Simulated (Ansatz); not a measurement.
System (SMILES): [OH] (OH), doublet.
Atoms: O1, H2. Bonds: O1-H2.

Basis-set convergence of the optimised O1-H2 bond length at HF with Ansatz (a program for electronic structure). Cartesian d functions, on some or all atoms, in 6-31G*, 6-31+G*; all else is spherical. The program fits the integrals of some runs and decomposes those of others, by size. Open shells are unrestricted. No added dispersion term, no relativity. Reference: the value in aug-cc-pV5Z, 0.9502 Å, itself unsure by roughly 0.0001 Å (its mean distance from pcseg-4, aug-pcseg-3, aug-cc-pVQZ). Deviations are taken from unrounded values.

```tsv
basis	functions	optimised O1-H2 bond length (Å)
6-31G*	17	0.9585
6-31+G*	21	0.9586
cc-pVDZ	19	0.9579
aug-cc-pVDZ	32	0.9549
def2-SVP	19	0.9560
def2-SVPD	31	0.9544
pcseg-1	19	0.9580
aug-pcseg-1	32	0.9554
6-311G**	24	0.9515
6-311+G**	28	0.9521
def2-TZVP	37	0.9532
def2-TZVPD	49	0.9533
cc-pVTZ	44	0.9512
aug-cc-pVTZ	69	0.9517
pcseg-2	44	0.9502
aug-pcseg-2	69	0.9503
def2-TZVPP	45	0.9506
def2-TZVPPD	57	0.9507
cc-pVQZ	85	0.9502
aug-cc-pVQZ	126	0.9504
def2-QZVPP	87	0.9502
def2-QZVPPD	99	0.9503
pcseg-3	93	0.9502
aug-pcseg-3	134	0.9502
cc-pV5Z	146	0.9502
aug-cc-pV5Z	207	0.9502
```

What the diffuse functions change, pair by pair:
- 6-31G* to 6-31+G*: 4 more functions, deviation 0.0082 to 0.0084 Å
- cc-pVDZ to aug-cc-pVDZ: 13 more functions, deviation 0.0077 to 0.0047 Å
- def2-SVP to def2-SVPD: 12 more functions, deviation 0.0058 to 0.0042 Å
- pcseg-1 to aug-pcseg-1: 13 more functions, deviation 0.0078 to 0.0052 Å
- 6-311G** to 6-311+G**: 4 more functions, deviation 0.0013 to 0.0019 Å
- def2-TZVP to def2-TZVPD: 12 more functions, deviation 0.0030 to 0.0030 Å
- cc-pVTZ to aug-cc-pVTZ: 25 more functions, deviation 0.0009 to 0.0015 Å
- pcseg-2 to aug-pcseg-2: 25 more functions, deviation 0.0000 to 0.0000 Å
- def2-TZVPP to def2-TZVPPD: 12 more functions, deviation 0.0004 to 0.0005 Å
- cc-pVQZ to aug-cc-pVQZ: 41 more functions, deviation -0.0001 to 0.0002 Å
- def2-QZVPP to def2-QZVPPD: 12 more functions, deviation 0.0000 to 0.0001 Å
- pcseg-3 to aug-pcseg-3: 41 more functions, deviation -0.0001 to 0.0000 Å
- cc-pV5Z to aug-cc-pV5Z: 61 more functions, deviation -0.0001 to 0.0000 Å

Leaving out the reference's own pair, they bring the value nearer the reference by more than 0.0001 Å in 3 of 12 pairs.
